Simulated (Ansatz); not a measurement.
# Al₂H (quartet): the correlation ladder, def2-TZVPP

One table from this session's results is given with a row withheld; the runs are named, their logs left out.

The runs use Ansatz 0.2.0, Gaussian basis; def2-TZVPP, core rule «outside noble gas», up to 10 orbitals frozen.

Plan: UHF; ROHF; CCSD(T) on UHF.

### The system

The geometry is a PBE0/def2-TZVP stationary point (not a proven minimum).

3 atoms, charge 0, spin multiplicity 4.

Atoms are counted from 1 here; the program's logs count them from 0.

Bond lengths: Al1–Al2 2.360 Å, Al1–H3 1.583 Å. Angles: Al2–Al1–H3 180.0°.

The first run:

Input file in.yaml:

```yaml
crystal:
  periodic: [false, false, false]
  atoms:
    - {symbol: Al, position_ang: [0.000000, 0.000000, 0.259056]}
    - {symbol: Al, position_ang: [0.000000, 0.000000, -2.101360]}
    - {symbol: H, position_ang: [0.000000, 0.000000, 1.842303]}
basis:
  gaussian: {orbitals: def2-TZVPP}
magnetization: {spin_polarized: true, initial_magnetization: 3}
hamiltonian: {xc: hf}
output: {orbitals: {seedname: orbitals}}
```

On the command line:

```sh
$ ansatz run in.yaml --threads 1 --pin off --events-out ev --progress --plain --max-ram 4096MiB --backend cpu
```

Among the steps run: UHF; ROHF; CCSD(T) on UHF.

One of the session's tables, all rows but one given; the rest of the session is left out.

```
  method  from UCCSD(T) (meV)
    ROHF              +3746.9
     UHF              +3667.5
    UMP2               +869.6
   UCCSD                    ?
UCCSD(T)                    0
```

**Question.** Estimate the row for UCCSD.

The run gave: from UCCSD(T) (meV): +186.9. In the column «from UCCSD(T) (meV)» it lies between UCCSD(T) (0) and UMP2 (+869.6).

With the free atoms at the same levels and basis (separate runs), the atomisation energy is 3.512 eV at UCCSD(T), 2.804 eV at ROHF.
